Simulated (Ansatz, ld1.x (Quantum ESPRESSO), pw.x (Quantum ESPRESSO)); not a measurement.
## From atom to crystal: PAW potential for samarium (Sm)

ld1.x (Quantum ESPRESSO) 7.5 input, shortened:

```
&input
   title='Sm', zed=62., rel=1, dft='PW', iswitch=3,
   config='[Xe] 4f6 5d0 6s2 6p0'
 /
 &inputp
   pseudotype=3, lpaw=.true., tm=.true., lloc=-2, rcloc=3.05,
   nlcc=.true., new_core_ps=.true., rcore=1.30,
   which_augfun='BG', rmatch_augfun=0.85
 /
8
5S  1  0   2.00   0.00  1.80  2.40  0.0
6S  2  0   2.00   0.00  1.80  2.40  0.0
5P  2  1   6.00   0.00  2.70  3.35  0.0
6P  3  1   0.00   0.00  2.70  3.35  0.0
5D  3  2   0.00   0.00  1.75  2.30  0.0
5D  3  2   0.00   0.15  1.75  2.30  0.0
4F  4  3   6.00   0.00  1.05  1.45  0.0
4F  4  3   0.00   2.45  1.05  1.45  0.0
 &test
   configts(1)='4f6 5s2 5p6 5d0 6s2 6p0'
 /
```

Atomic tests: cutoffs needed: 70 Ry and 110 Ry (the cutoffs (Ry, on a coarse ladder) from which the occupation-weighted sum of valence levels, in a spherical-Bessel basis at the reference potential, stays within 10 and 1 mRy of its value at 400 Ry); ghost test: no extra level below or beside the all-electron valence levels (s, p, d, f tested) (spherical-Bessel basis up to 400 Ry, 20 bohr box); configuration tests: test run stopped at test 1 of 9 (negative rho).

Crystal test: diamond Sm in pw.x 7.5, no spin, 9³ k-points, Fermi–Dirac smearing 0.01 Ry, cutoffs 135/900 Ry. The lattice is a test structure that the element need not adopt, and mesh and smearing are coarse. Spin polarisation and strong correlation are left out, which matters for this element.

pw.x input:

```
&control
  calculation='scf', prefix='x', pseudo_dir='./', outdir='./tmp', tstress=.true., disk_io='none'
/
&system
  ibrav=0, nat=2, ntyp=1, ecutwfc=135, ecutrho=900, nbnd=26,
  occupations='smearing', smearing='fd', degauss=0.01
/
&electrons
  conv_thr=1e-09, mixing_beta=0.4, electron_maxstep=70
/
ATOMIC_SPECIES
Sm 1.0 Sm.UPF
CELL_PARAMETERS angstrom
  0.00000000 2.69422635 2.69422635
  2.69422635 0.00000000 2.69422635
  2.69422635 2.69422635 0.00000000
ATOMIC_POSITIONS crystal
Sm 0.0000 0.0000 0.0000
Sm 0.2500 0.2500 0.2500
K_POINTS automatic
9 9 9 0 0 0
```

```bash
pw.x < Sm.scf.in > Sm.scf.out
```

Question: How does the run end?

Answer: Failed (c_bands: too many bands are not converged). The largest radius (3.35 bohr) exceeds half the bond length (2.20 bohr), so the spheres overlap, which is one possible source of error among others. Atomic configuration tests: test run stopped at test 1 of 9 (negative rho). The log shows:

```
Message from routine setup:
     using ibrav=0 with symmetry is DISCOURAGED, use correct ibrav instead
     lattice parameter (alat)  =       7.2003  a.u.
     unit-cell volume          =     263.9544 (a.u.)^3
     number of electrons       =        32.00
     number of Kohn-Sham states=           26
     kinetic-energy cutoff     =     135.0000  Ry
     charge density cutoff     =     900.0000  Ry
     scf convergence threshold =      1.0E-09
     Exchange-correlation= SLA  PW   NOGX NOGC
     number of k points=    35  Fermi-Dirac smearing, width (Ry)=  0.0100
     negative rho (up, down):  4.381E-04 0.000E+00
     iteration #  1     ecut=   135.00 Ry     beta= 0.40
     Error in routine c_bands (1):
     too many bands are not converged
```
